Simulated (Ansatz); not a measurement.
**Other spins and charges of H₂B–P, singlet at one geometry**

Geometry (PBE0/def2-TZVP stationary point for this spin, not checked as a minimum):

```
atom   x (Å)    y (Å)    z (Å)
   B  0.0000   0.0000   1.1993
   P  0.0000   0.0000  -0.5361
   H  0.0000   1.0399   1.8053
   H  0.0000  -1.0399   1.8053
```

Basis 6-31G; Ansatz 0.2.0. Only valence electrons are correlated (noble-gas cores frozen). R marks a restricted (for open shells ROHF) determinant. Active spaces: valence = (10e, 10o) chosen from the atoms' valence shells.

Gaps are energies of the second state less the first, at fixed atoms, for a selection of the levels run; each method lands on the state that its own search finds for that charge and spin.

Removing an electron, to the doublet: 9.093 eV at full CI (singlet A1, doublet ion B1, in C2v).

| level | gap (eV) | error (meV) |
| --- | --- | --- |
| RHF | 8.532 | -561 |
| RCCSD(T) | 9.093 | 0 |
| BCCD(T) | 9.091 | -2 |
| RCCSDT | 9.092 | -1 |
| CISDTQ | 9.083 | -10 |
| RCCSDTQ | 9.093 | 0 |
| CASSCF (valence space) | 8.795 | -298 |
| MRCISD (valence space) | 9.077 | -16 |
| MRCISD+Q (valence space) | 9.091 | -2 |
| wB97M-V | 9.524 | 431 |

Triplet less singlet: 0.399 eV at full CI (singlet A1, triplet A2, in C2v).

```json
{"level": "RMP2", "gap (eV)": "0.195", "error (meV)": "-204"}
{"level": "RCCSDT", "gap (eV)": "0.396", "error (meV)": "-3"}
{"level": "CISDTQ", "gap (eV)": "0.385", "error (meV)": "-14"}
{"level": "RCCSDT(Q)", "gap (eV)": "0.400", "error (meV)": "1"}
{"level": "RCCSDTQ", "gap (eV)": "0.399", "error (meV)": "0"}
{"level": "CASSCF (valence space)", "gap (eV)": "0.407", "error (meV)": "8"}
{"level": "NEVPT2 (valence space)", "gap (eV)": "0.403", "error (meV)": "4"}
{"level": "MRCISD (valence space)", "gap (eV)": "0.401", "error (meV)": "2"}
{"level": "MRCISD+Q (valence space)", "gap (eV)": "0.401", "error (meV)": "2"}
{"level": "wB97M-V", "gap (eV)": "0.475", "error (meV)": "76"}
```

In so small a basis the reference is far from its limit while semilocal and hybrid functionals are nearer theirs, so the functionals' errors here hold much of the reference's basis and frozen-core error, which can add to them or hide them.

Full CI is exact within this basis and frozen core; it isn't the basis-set limit.
